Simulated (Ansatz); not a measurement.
C₂H₄FNO (`N/C(O)=C\F`). The species carries charge 0 and has multiplicity 1.

```xyz
9

N    -1.006    0.504   -0.517
C     0.221    0.148    0.028
O     1.173    1.114   -0.029
C     0.499   -1.018    0.601
F    -0.395   -2.030    0.527
H    -1.698   -0.224   -0.416
H    -0.935    0.796   -1.484
H     0.738    1.957    0.148
H     1.404   -1.246    1.142
```

Task: What are the harmonic wavenumbers in cm⁻¹ at PBE0-D4/def2-TZVP (Ansatz, finite differences of forces, unscaled)? (An estimate is asked.)

Result: Computed: 239, 270, 338, 420, 497, 551, 617, 731, 798, 944, 1113, 1183, 1250, 1325, 1406, 1638, 1820, 3271, 3537, 3643, 3804.

Task: Is this a minimum?

Result: Yes, all 21 modes are real.

Task: Give the ideal-gas thermochemistry at 298.15 K and 1 bar (rigid rotor, harmonic oscillator; point group C1, symmetry number 1).

Result: Zero-point energy 175.8 kJ/mol; H(298) − E = 192.3 kJ/mol; entropy 302.8 J/(mol·K), of which translation 163.0, rotation 106.5, vibration 33.2; G(298) − E = 102.0 kJ/mol.

Task: And at 400, 500, 600, 800 and 1000 K?

Result: 
```tsv
T (K)	H − E (kJ/mol)	S (J/mol/K)	G − E (kJ/mol)
400	202.1	330.8	69.7
500	213.3	355.8	35.4
600	225.8	378.5	-1.4
800	253.6	418.5	-81.2
1000	284.3	452.7	-168.4
```

Task: Rotational constants (cm⁻¹)?

Result: 0.3365, 0.1303, 0.09498.
